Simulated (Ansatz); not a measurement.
Two isomers of C2H7NOS: A = `NCSCO`, B = `CC(N)(O)S`.

Computed with Ansatz on PBE0-D4/def2-TZVP structures; ΔE is electronic, products minus reactants. CBS: MP2 limit from def2 TZ/QZ plus the TZ coupled-cluster correction, frozen cores. Functionals use def2-TZVPP. B3LYP here is the variant with VWN-RPA as its local correlation; programs differ in this. Each species was taken in one conformer, which may not be the lowest.

Q: Which isomer does CCSD(T)/CBS put lower? Give the gap. (Best estimate.)

A: The calculation gave: B, by 10.5 kcal/mol.

Q: Give E(B) − E(A) in kcal/mol with B3LYP, PBE-D4, B3LYP-D4, MP2/def2-TZVPP, ωB97M-V, PBE0-D4, B2PLYP. (Best estimate.)

A: Ansatz gave: B3LYP -7.5, PBE-D4 -8.0, B3LYP-D4 -8.7, MP2/def2-TZVPP -11.3, ωB97M-V -10.6, PBE0-D4 -9.0, B2PLYP -9.0. None reverses the order clearly.

Largest T1 diagnostic: 0.011.

The D4 term adds −1.1 kcal/mol with B3LYP and −0.6 kcal/mol with PBE0; it sums over pairs of atoms, weighted by their polarisabilities, and B3LYP, whose exchange is more repulsive, gets the larger term. From PBE to PBE0 (25 % exact exchange), in def2-TZVPP and without D4, E(B) − E(A) moves by −1.1 kcal/mol.
